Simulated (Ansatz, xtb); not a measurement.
Isomers of C5H8O in order of energy

3 gas-phase structures of C5H8O, from a drawn sample of its isomers (lower ones may exist). Each was relaxed with GFN2-xTB; where two conformers were screened, the lower at r2SCAN-D4/def2-SVP is listed:

A. `C[C@@H]1C[C@H]1C=O`, a singlet
B. `C[C@@H]1C[C@@H]1C=O`, a singlet
C. `CC1(C=O)CC1`, a singlet

Make a reasoned guess at their ranking by r2SCAN-D4/def2-SVP single-point energy.

Calculated order at r2SCAN-D4/def2-SVP: C (0.0), A (0.9), B (1.7) kcal/mol. Less than 1 kcal/mol parts C and A; A and B, so the order within those pairs means little.

Energies above the lowest of each column, in kcal/mol; the last columns are at PBE-D3(BJ)/def2-SVP geometries:

```tsv
structure	GFN2-xTB	HF/STO-3G	r2SCAN-D4/def2-SVP	PBE-D3(BJ)/def2-SVP	CCSD(T)/def2-SVP + ΔMP2/def2-TZVPP
C	0.0	0.0	0.0	0.0	0.0
A	0.1	0.4	0.9	0.6	1.3
B	0.7	1.1	1.7	1.2	2.5
```

Every level run on C puts it lowest or level with the lowest. Flexible structures stand in one conformer each, not always the lowest. ΔMP2 is the change of the MP2 energy from the smaller to the larger basis.

Programs: Ansatz 0.2.0, xtb 6.7.1.
